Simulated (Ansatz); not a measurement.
# BH2S (quartet): from Hartree-Fock to the top rungs, def2-QZVPP

The task here is to estimate one member of a computed series from the others.

Program: Ansatz 0.2.0, Gaussian basis. Level of theory: def2-QZVPP, core rule «outside noble gas», up to 6 orbitals frozen. These are calculated values, not measurements.

To be run: UHF; ROHF; CCSD(T) on UHF.

## What is computed

The geometry is a PBE0/def2-TZVP stationary point (not a proven minimum).

4 atoms, charge 0, spin multiplicity 4.

Atoms are counted from 1 here; the program's logs count them from 0.

Bond lengths: B1–S2 1.876 Å, B1–H3 1.201 Å, B1–H4 1.201 Å. Angles: S2–B1–H3 115.7°, S2–B1–H4 115.7°, H3–B1–H4 128.7°.

The first run:

Contents of in.yaml:

```yaml
crystal:
  periodic: [false, false, false]
  atoms:
    - {symbol: B, position_ang: [0.000000, 0.000000, 1.316372]}
    - {symbol: S, position_ang: [0.000000, 0.000000, -0.559290]}
    - {symbol: H, position_ang: [0.000000, 1.082487, 1.836590]}
    - {symbol: H, position_ang: [0.000000, -1.082487, 1.836590]}
basis:
  gaussian: {orbitals: "def2-QZVPP.json"}
magnetization: {spin_polarized: true, initial_magnetization: 3}
hamiltonian: {xc: hf}
output: {orbitals: {seedname: orbitals}}
```

The run is started by

```console
$ ansatz run in.yaml --threads 1 --pin off --events-out ev --progress --plain --max-ram 2393MiB
```

Among the steps run: UHF; ROHF; CCSD(T) on UHF.

One table of the session follows, with a row left open; its other results are not shown here.

| method | from UCCSD(T) (kcal/mol) |
| --- | --- |
| ROHF | +190.44 |
| UHF | +184.11 |
| UMP2 | +30.29 |
| UCCSD | ? |
| UCCSD(T) | 0 |

Estimate the missing values for UCCSD.

**Answer.** from UCCSD(T) (kcal/mol): +7.68. In the column «from UCCSD(T) (kcal/mol)» it lies between UCCSD(T) (0) and UMP2 (+30.29).
